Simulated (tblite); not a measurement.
C3H5F2 (doublet state).
Geometry (GFN2-xTB, Å), atoms numbered from 1 in this order:
```xyz
10
C3H5F2 angstrom
C      1.2548    0.4555   -0.0934
C      0.1642   -0.4567    0.2784
C     -1.2294   -0.2206   -0.1269
F     -1.9729    0.3533    0.8871
F     -1.8777   -1.3863   -0.4013
H      0.9661    1.1129   -0.9107
H      1.5464    1.0819    0.7584
H      2.1471   -0.1075   -0.3734
H      0.3460   -1.2697    0.9600
H     -1.3358    0.4417   -1.0008
```

All values are computed: GFN2-xTB (tblite) harmonic vibrations without scaling, gas phase. Against measured fundamentals such values can be off by several per cent, at times by over 20. One conformer, not necessarily the lowest. Open shells enter through the occupations alone, without spin polarisation, and single modes of such species can be off by tens of per cent.

Harmonic wavenumbers (cm⁻¹): 26.7, 58.6, 283.2, 347.8, 412.7, 519.8, 564.3, 877.5, 910.9, 972.1, 1024.6, 1119.7, 1163.9, 1238.2, 1244.1, 1361.2, 1384.6, 1437.8, 1464.7, 2876.2, 2897.1, 2978.6, 3034.0, 3127.9.

A = 9043, B = 3383, C = 2711 MHz; mass 79.036 u (most abundant isotopes); point group C1, symmetry number 1; spin multiplicity 2.

Task: What is the zero-point energy?

Result: ½Σν̃ = 15663 cm⁻¹ = 44.78 kcal/mol.

Task: What is S at 298.15 K and 1 bar for an ideal gas of classical rigid rotors and harmonic oscillators?

Result: Translation 39.04, rotation 25.76, vibration 16.02, spin (R ln 2) 1.38: S = 82.2 cal/(mol K).

Task: And Cp and H(298.15 K) − H(0)?

Result: Cp = 21.99 cal/(mol K), of which vibrations give 14.04 (their classical limit is 24 R = 47.7); H(298.15 K) − H(0) = 4.55 kcal/mol without the zero-point energy, 2.18 from vibrations.

Task: How do the functions run with temperature in this model?

Result: 
```tsv
T (K)	S (cal/(mol K))	Cp (cal/(mol K))	H − H(0) (kcal/mol)	G − H(0) (kcal/mol)	ln q(vib)
50	55.7	11.5	0.50	-2.28	0.83
100	64.1	13.0	1.11	-5.30	1.73
373.15	87.5	25.5	6.34	-26.32	5.30
500	95.8	30.8	9.92	-37.96	6.83
750	109.8	38.1	18.62	-63.70	9.75
1000	121.4	42.9	28.79	-92.64	12.47
```

q(vib) and H(0) count from the zero-point level.

Task: What must be added to the electronic energy to get the Gibbs energy at 298.15 K and 1 bar?

Result: ZPE + [H(298.15 K) − H(0)] − T·S = 44.78 + 4.55 − 24.51 = 24.82 kcal/mol.

Hindered rotation and anharmonicity are outside this model. Other conformers, if any are populated, would add a mixing term that is left out. The structure is chiral; the term R ln 2 for an equal mix with its mirror image is left out.
